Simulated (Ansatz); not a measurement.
# MgO (magnesium oxide) at 5 levels

We compute a comparison of 5 runs (SVWN5/STO-3G, UPBE0/STO-3G, CCSDT(Q)/STO-3G, CCSDT/STO-3G, CCSD/STO-3G) of MgO (magnesium oxide). 

Program for the calculation: Ansatz 0.2.0.

35 further runs of the same task are left out: 5 that didn't finish, 30 set aside as unsound or not needed.

### 1 The molecule

MgO: 2 atoms, total charge 0, spin state singlet. SMILES: `[O]=[Mg]`. The Mg2–O1 distance was set to 3.465 Å, away from the relaxed value.

### 2 A single-point energy at SVWN5/STO-3G (run 1)

input.yaml

```yaml
crystal:
  periodic: [false, false, false]
  atoms:
    - {symbol: O, position_ang: [-0.000000, -0.000000, -1.777910]}
    - {symbol: Mg, position_ang: [0.000000, 0.000000, 1.687290]}
basis:
  gaussian:
    orbitals: STO-3G
hamiltonian:
  xc: {name: SVWN5}
accuracy: high
```

Run with:

```sh
ansatz run input.yaml --threads 1 --pin off --max-ram 3480MiB --events-out events.jsonl --progress --plain --runs-dir runs
```

Log:

```text
Warning: RAYON_NUM_THREADS=1 ignored (pool sized by the plan → 1); use --threads N
Functional definition: SVWN5
  name "SVWN5"
  exchange = slater_x
  correlation = vwn5_c
205 factors; integrals over basis functions are off by at most 6.2e-9 eV
mean field evaluation 1: about -7306.9824 eV, gradient 2.9e1 eV
mean field evaluation 2: about -6814.4229 eV, gradient 2.9e1 eV
mean field evaluation 4: about -7306.2921 eV, gradient 3.5e1 eV
mean field evaluation 8: about -7343.1268 eV, gradient 4.5e0 eV
mean field evaluation 16: about -7343.3012 eV, gradient 1.2e-8 eV
mean field evaluation 32: about -7343.3012 eV, gradient 1.3e-8 eV
mean field -7343.30118791 eV, -269.8613411873 hartree, gradient 1.3e-8 eV, S^2 0.000000; 1 other end points of the search recorded, 0 dependent functions left out
reference -7343.30118934 eV, -269.8613412401 hartree; 10, 10 occupied and 4, 4 virtual orbitals, 205 factors
Total energy: -7343.30118934 eV, -269.8613412401 hartree
```

Wall time 0.36 s (1 thread of Intel Xeon Platinum 8488C (Sapphire Rapids), shared host).

### 3 The energy at UPBE0/STO-3G (run 2)

input.yaml

```yaml
crystal:
  periodic: [false, false, false]
  atoms:
    - symbol: O
      position_ang: [-0.000000, -0.000000, -1.777910]
    - symbol: Mg
      position_ang: [0.000000, 0.000000, 1.687290]
basis:
  gaussian:
    orbitals: STO-3G
magnetization:
  spin_polarized: true
hamiltonian:
  xc: pbe0
accuracy: high
```

Run with:

```sh
ansatz run input.yaml --threads 1 --pin off --max-ram 3480MiB --events-out events.jsonl --progress --plain --runs-dir runs
```

Log, shortened:

```text
Warning: RAYON_NUM_THREADS=1 ignored (pool sized by the plan → 1); use --threads N
Functional definition: PBE0
  name "PBE0"
[...]
205 factors; integrals over basis functions are off by at most 6.2e-9 eV
[...]
mean field -7382.39682928 eV, -271.2980795079 hartree, gradient 1.6e-8 eV, S^2 1.000817; 7 other end points of the search recorded, 0 dependent functions left out
reference -7382.39683040 eV, -271.2980795488 hartree; 10, 10 occupied and 4, 4 virtual orbitals, 205 factors
Total energy: -7382.39683040 eV, -271.2980795488 hartree
```

Run time: 3.9 s. Hardware: 1 thread of Intel Xeon Platinum 8488C (Sapphire Rapids), shared host; peak memory 0.12 GiB.

Run 3 isn't shown in full; the table further down has it.

### 4 The energy at CCSDT/STO-3G (run 4)

input.yaml

```yaml
crystal:
  periodic: [false, false, false]
  atoms:
    - {symbol: O, position_ang: [-0.000000, -0.000000, -1.777910]}
    - {symbol: Mg, position_ang: [0.000000, 0.000000, 1.687290]}
basis:
  gaussian:
    orbitals: STO-3G
correlation:
  method: ccsdt
  frozen_orbitals: {Mg: 1, O: 1}
scf:
  omitted_lower_state_checks: [cluster_reference, increment]
accuracy: high
```

Run with:

```sh
ansatz run input.yaml --threads 1 --pin off --max-ram 3480MiB --events-out events.jsonl --progress --plain --runs-dir runs
```

Log:

```text
Warning: RAYON_NUM_THREADS=1 ignored (pool sized by the plan → 1); use --threads N
[... 15 lines left out ...]
2 core orbitals not correlated: weight in the atoms' cores, before any rotation towards them, 1.000 or more for the frozen orbitals, at most 0.000 for the correlated occupied ones
[... 41 lines left out ...]
Total energy: -7368.04915343 eV, -270.7708121455 hartree
Checks for a lower state left out: cluster_reference, increment
```

Wall time 0.4 s (1 thread of Intel Xeon Platinum 8488C (Sapphire Rapids), shared host).

### 5 The energy at CCSD/STO-3G (run 5)

in.yaml

```yaml
crystal:
  periodic: [false, false, false]
  atoms:
    - symbol: O
      position_ang: [-0.000000, -0.000000, -1.777910]
    - symbol: Mg
      position_ang: [0.000000, 0.000000, 1.687290]
basis:
  gaussian: {orbitals: STO-3G}
correlation: {method: ccsd, frozen_orbitals: {Mg: 1, O: 1}}
accuracy: high
scf: {omitted_lower_state_checks: [cluster_reference, increment]}
```

Run with:

```sh
ansatz run in.yaml --threads 1 --pin off --max-ram 3480MiB --events-out events.jsonl --progress --plain --runs-dir runs
```

Log:

```text
Warning: RAYON_NUM_THREADS=1 ignored (pool sized by the plan → 1); use --threads N
[... 15 lines left out ...]
2 core orbitals not correlated: weight in the atoms' cores, before any rotation towards them, 1.000 or more for the frozen orbitals, at most 0.000 for the correlated occupied ones
[... 31 lines left out ...]
Total energy: -7368.02089790 eV, -270.7697737739 hartree
Checks for a lower state left out: cluster_reference, increment
```

Wall time 0.2 s (1 thread of Intel Xeon Platinum 8488C (Sapphire Rapids), shared host).

### 6 Overview of the runs

| run | level | frozen core orbitals | energy (Eh) | wall time |
| --- | --- | --- | --- | --- |
| 1 | SVWN5/STO-3G | – | -269.861341 | 0.36 s |
| 2 | UPBE0/STO-3G | – | -271.298080 | 3.9 s |
| 3 | CCSDT(Q)/STO-3G | 2 | -270.770863 | 0.73 s |
| 4 | CCSDT/STO-3G | 2 | -270.770812 | 0.4 s |
| 5 | CCSD/STO-3G | 2 | -270.769774 | 0.2 s |

### 7 Summary of results

| quantity | value |
| --- | --- |
| run 5: total energy | -270.76977 Eh |
| run 5: correlation energy (2 core orbitals frozen) | -99.4 mEh |
| run 5: T1 diagnostic | 0.007 |

In words: Totals of different functionals can't be ranked against each other. In runs 3, 4, 5 the log says that unrestricted orbitals would lower the reference, so the values rest on an unstable closed-shell determinant (other closed-shell runs at this shape may share the fault). In runs 1, 2, 3, 4, 5 the basis is minimal, so the values are rough. Spin contamination of the reference: run 2 ⟨S²⟩ = 1.00. Where it is this large, the reference is a mixture of spin states, and values that rest on it are in doubt. All runs together took 5.6 s, the longest 3.9 s.
